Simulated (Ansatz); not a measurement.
# SiNH3 (triplet): wave-function methods side by side at distance N1–H4 along a hydrogen transfer = 1.313 Å, cc-pVDZ

How much of the correlation energy of SiNH3 (triplet) does each wave-function method recover here?

Method: cc-pVDZ, core rule «outside noble gas», up to 6 orbitals frozen; program: Ansatz 0.2.0, Gaussian basis.

Plan: UHF; CCSD(T) on ROHF; CCSD(T) on UHF; BCCD(T) on ROHF; CISD; CCSDT(Q) on ROHF; CCSDT(Q) on UHF; CASSCF and MRCISD+Q, 4 electrons in 4 orbitals; CASSCF and NEVPT2, 4 electrons in 4 orbitals.

7 further runs of the same task are left out: 6 that didn't finish, 1 set aside as unsound or not needed.

## 1. The system

The geometry derives from fragments relaxed apart (PBE0/def2-TZVP) and kept rigid, so it is no stationary point. A hydrogen atom is moved between rigid fragments.

5 atoms, charge 0, spin multiplicity 3.

Atoms are counted from 1 here; the program's logs count them from 0.

Bond lengths: N1–H2 1.012 Å, N1–H3 1.012 Å, N1–H4 1.313 Å. Angles: H2–N1–H3 107.1°, H2–N1–H4 107.1°, H3–N1–H4 107.1°.

Coordinates:

```
N    -1.97947   -0.01264   -0.01967
H    -2.27675    0.95520   -0.01966
H    -2.27675   -0.41493    0.86059
H    -0.66647   -0.01264   -0.01967
Si    1.17453   -0.01263   -0.01967
```

## 2. UHF

in.yaml reads:

```yaml
crystal:
  periodic: [false, false, false]
  atoms:
    - {symbol: N, position_ang: [-1.979470, -0.012635, -0.019666]}
    - {symbol: H, position_ang: [-2.276750, 0.955198, -0.019665]}
    - {symbol: H, position_ang: [-2.276749, -0.414935, 0.860594]}
    - {symbol: H, position_ang: [-0.666470, -0.012635, -0.019666]}
    - {symbol: Si, position_ang: [1.174530, -0.012634, -0.019666]}
basis:
  gaussian: {orbitals: cc-pVDZ}
magnetization: {spin_polarized: true, initial_magnetization: 2}
hamiltonian: {xc: hf}
output: {orbitals: {seedname: orbitals}}
```

The run is started by

```sh
$ ansatz run in.yaml --threads 1 --pin off --events-out ev --progress --plain --max-ram 2393MiB
```

Further steps of the session: CCSD(T) on ROHF; CCSD(T) on UHF; BCCD(T) on ROHF; CISD; CCSDT(Q) on ROHF; CCSDT(Q) on UHF; CASSCF and MRCISD+Q, 4 electrons in 4 orbitals; CASSCF and NEVPT2, 4 electrons in 4 orbitals.

Before running them: what should the planned runs give, taken together? Wanted: UCCSDT(Q) below the RHF energy; RMP2 from UCCSDT(Q); UMP2 from UCCSDT(Q); RCCSD from UCCSDT(Q); RCCSD(T) from UCCSDT(Q); UCCSD(T) from UCCSDT(Q); RCCSDT(Q) from UCCSDT(Q); NEVPT2 pair from UCCSDT(Q); MRCISD+Q pair from UCCSDT(Q).

As calculated:

| quantity | value |
| --- | --- |
| UCCSDT(Q) below the RHF energy | -8.0789 eV |
| RMP2 from UCCSDT(Q) | +118.6 kJ/mol |
| UMP2 from UCCSDT(Q) | +123.5 kJ/mol |
| RCCSD from UCCSDT(Q) | +25.7 kJ/mol |
| RCCSD(T) from UCCSDT(Q) | +4.6 kJ/mol |
| UCCSD(T) from UCCSDT(Q) | +4.9 kJ/mol |
| RCCSDT(Q) from UCCSDT(Q) | 0.0 kJ/mol |
| NEVPT2 pair from UCCSDT(Q) | +116.4 kJ/mol |
| MRCISD+Q pair from UCCSDT(Q) | +8.3 kJ/mol |
| levels within 1 kcal/mol (43 meV) | RCCSDT, UCCSDT, RCCSDT(Q) |
| T1 diagnostic | 0.045 |

What this shows: RCCSD(T) lands +4.6 kJ/mol from the yardstick (0.6 % of the correlation energy). Of the multireference levels listed MRCISD+Q pair comes nearest in total energy (+8.3 kJ/mol), which doesn't show that its space is the better one. These misses are within one basis, not against nature; the frozen cores of restricted and unrestricted runs differ, which can shift their rows.
